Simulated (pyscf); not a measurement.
PySCF, gas phase, ωB97X-D3(BJ)/def2-SVPD geometries.

### Question
Estimate the classical barrier height and the reaction energy of `[Cl-]` + `[CH3][CH2][I]` → `[CH3][CH2][Cl]` + `[I-]` at ωB97M-D3(BJ)/def2-TZVPD. The step runs on the singlet surface, breaks C–I and forms C–Cl; take the separated reactants as zero.

### Answer
ΔE‡ = -1.9 kcal/mol, ΔE = -16.0 kcal/mol. Zero-point energy shifts the barrier by -0.3 kcal/mol. It is a substitution at C, with an imaginary mode of 409i cm⁻¹. On the reactant side the descent ends in a bound adduct, 12.0 kcal/mol under the separated species and 11.8 kcal/mol under the saddle at ωB97X-D3(BJ)/def2-TZVPD. On the product side the descent ends in a bound adduct, 9.0 kcal/mol under the separated species and 23.1 kcal/mol under the saddle at ωB97X-D3(BJ)/def2-TZVPD. At ωB97M-D3(BJ) the saddle lies under the separated reactants, which points to a path from their complex (located at ωB97X-D3(BJ) alone). One saddle was located; it need not be the lowest between these sides. The angle at the attacked C is 163°. Elements past Kr carry the def2 core potentials, without spin-orbit coupling.
